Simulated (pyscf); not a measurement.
## Routes from H₂N–Si(Cl)(Cl)–Cl + hydrogen (H₂)

Candidate steps break at most two bonds and form at most two. Each was searched with GFN2-xTB (tblite) first. Optimised with ωB97X-D3(BJ)/def2-SVP in PySCF. Energies: ωB97M-D3(BJ)/def2-TZVP, kJ/mol, from the separated reactants, singlet surface.

```json
[
 {"products": "Cl–SiH(Cl)–Cl + NH₃", "type": "four-centre exchange", "ΔE‡": "207.4", "ΔE": "+48.7", "ΔG‡ 298 K": "249.9", "ΔG‡ 900 K": "331.5", "ν‡ (cm⁻¹)": "1533i"},
 {"products": "H₂N–SiH(Cl)–Cl + HCl", "type": "four-centre exchange", "ΔE‡": "212.7", "ΔE": "+76.9", "ΔG‡ 298 K": "258.4", "ΔG‡ 900 K": "344.8", "ν‡ (cm⁻¹)": "889i"}
]
```

Row 1: On the product side the descent ends in an adduct with a N–Si contact (not fully relaxed), 24.0 kJ/mol under the separated species and 180.7 kJ/mol under the saddle at ωB97X-D3(BJ)/def2-TZVP. 

Plain bond fissions and candidates not yet searched are not listed, and one of them may be faster. Each barrier is that of the saddle found; lower ones may exist.
